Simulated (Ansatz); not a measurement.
**[H···H···CH2], triplet: transfer scan**

All five atoms lie in one plane.

Starting geometry:

```csv
atom,x (Å),y (Å),z (Å)
H,-1.9595,0.0000,0.0000
H,-1.2145,0.0000,0.0000
C,0.1685,0.0000,0.0000
H,0.5830,0.0000,0.9962
H,0.5830,0.0000,-0.9962
```

From there H2 is moved from one fragment to the other while all else, the fragments' distance too, stays fixed; atoms are numbered as listed. Energies are in kcal/mol, counted from the starting geometry at the same level.

Basis 6-31G; Ansatz 0.2.0. Correlated methods freeze the noble-gas cores. Prefix R: restricted or restricted open-shell reference; prefix U: unrestricted.

For open shells CISD and CISDTQ are restricted-active-space CI with the open shells as a complete middle space.

Full CI is exact within this basis and frozen core; it isn't the basis-set limit. The frozen core follows each run's orbitals, which can shift R against U totals by a few meV.

| distance H1-H2 (Å) | full CI | unpaired electrons (full CI) | error RMP2 | error UCCSD(T) | error RCCSDT | error CISDTQ | error RCCSDTQ | error UCCSDTQ |
| --- | --- | --- | --- | --- | --- | --- | --- | --- |
| 0.693 | 2.5 | 2.02 | -0.2 | 0.0 | 0.0 | 0.0 | 0.0 | 0.0 |
| 0.745 | 0.0 | 2.02 | 0.0 | 0.0 | 0.0 | 0.0 | 0.0 | 0.0 |
| 0.787 | -1.2 | 2.02 | -0.1 | 0.0 | 0.0 | 0.0 | 0.0 | 0.0 |
| 0.829 | -2.0 | 2.02 | -0.5 | 0.0 | 0.0 | 0.0 | 0.0 | 0.0 |
| 0.871 | -2.7 | 2.02 | -1.0 | 0.0 | 0.0 | 0.0 | 0.0 | 0.0 |
| 0.912 | -3.5 | 2.02 | -1.2 | 0.0 | 0.0 | 0.0 | 0.0 | 0.0 |
| 0.954 | -4.1 | 2.02 | -1.4 | 0.0 | 0.0 | 0.0 | 0.0 | 0.0 |
| 0.996 | -4.5 | 2.02 | -1.6 | 0.0 | 0.0 | 0.0 | 0.0 | 0.0 |
| 1.038 | -4.2 | 2.02 | -1.9 | 0.0 | 0.0 | 0.0 | 0.0 | 0.0 |

Unpaired electrons are Σ n²(2−n)² over natural occupations. Errors are those of relative energies. In total energy the starting point itself misses full CI by: RMP2 15.9, UCCSD(T) 0.2, RCCSDT 0.1, CISDTQ 0.1, RCCSDTQ 0.0, UCCSDTQ 0.0 kcal/mol.

Spread of the error over the points with a reference, to 1.038 Å (largest less smallest): RCCSDTQ 0.0, UCCSDTQ 0.0, CISDTQ 0.0, RCCSDT 0.0, UCCSD(T) 0.0, RMP2 1.9 kcal/mol.
